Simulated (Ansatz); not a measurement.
Saddle point of CH4NO, doublet (CH₂O ([CH2][O]) + NH₂ → CH₄NO ([CH2][O][NH2]); bonds formed: O1–N3), PBE0-D4/def2-TZVP structure:

```xyz
7
angstrom
O -0.5811 -0.2314 0.2728
C -0.4416 -0.6659 -0.9161
N 0.7129 0.7435 0.7890
H 0.4250 -1.2699 -1.1890
H -1.1390 -0.3379 -1.6896
H 0.8966 0.2341 1.6538
H 0.1272 1.5275 1.0790
```

Energies are electronic, without zero-point energy. Barriers and step energies count from the start structure reached by relaxing down the imaginary mode; all methods use the PBE0-D4 structures, on which another method's saddle can fall below an end. Ansatz 0.2.0; basis: def2-TZVPP, with def2-QZVPP for the basis limit; cores frozen in the correlated methods; orbitals are unrestricted. B3LYP uses VWN-RPA correlation. Extrapolation: Hartree–Fock as exp(−7.88 √X), correlation as X^−2.97.

| method | barrier (kJ/mol) | step energy (kJ/mol) |
| --- | --- | --- |
| SPW92 | 32.2 | 1.5 |
| PBE-D4 | ? | 55.3 |
| BLYP-D4 | 82.8 | 78.5 |
| r2SCAN-D4 | ? | 67.6 |
| B97M-V | 102.2 | 81.0 |
| PBE0-D4 | 101.2 | 61.3 |
| B3LYP-D4 | 105.1 | 79.5 |
| r2SCAN0-D4 | ? | 70.2 |
| BHLYP-D4 | 136.0 | 88.8 |
| CAM-B3LYP-D4 | 112.8 | 70.5 |
| wB97X-V | 117.0 | 68.3 |
| wB97M-V | 117.2 | 74.0 |
| B2PLYP | 124.2 | 86.3 |
| PBE-QIDH | 133.2 | 72.3 |
| RPA on PBE | 122.7 | 95.0 |
| HF | 180.9 | 136.0 |
| MP2 | 184.5 | 86.9 |
| CCSD | 139.1 | 94.0 |
| CCSD(T) | 128.2 | 90.2 |

Question: Fill in the withheld barriers. (An estimate is asked for; the value comes from the calculation.)

Answer: The calculation gives: r2SCAN0-D4 109.8; PBE-D4 71.6; r2SCAN-D4 89.0 kJ/mol. Each is the energy of the saddle less that of the start structure, by the same method.

For comparison, the barrier by CCSD(T) at an estimated basis limit (MP2 extrapolated from triple and quadruple zeta, plus CCSD(T) − MP2 in triple zeta) is 126.4 kJ/mol.

The T1 diagnostic stays at or below 0.040. ⟨S²⟩ of the unrestricted Hartree–Fock references: 0.76 to 1.04 (a pure state has 0.75). The unrestricted reference is spin-contaminated, which hurts MP2 most.

Labels in which every atom is bracketed show which atoms are joined, not bond orders.

For scale, one of the runs: CCSD(T)/def2-TZVPP, 149 basis functions, launched by `ansatz run in.yaml --threads 2 --pin off --events-out ev --progress --plain --max-ram 4352MiB`. Hardware: 2 CPU threads of an Arm Neoverse V2, shared host. Wall time 81 s; peak host memory 2.4 GiB.
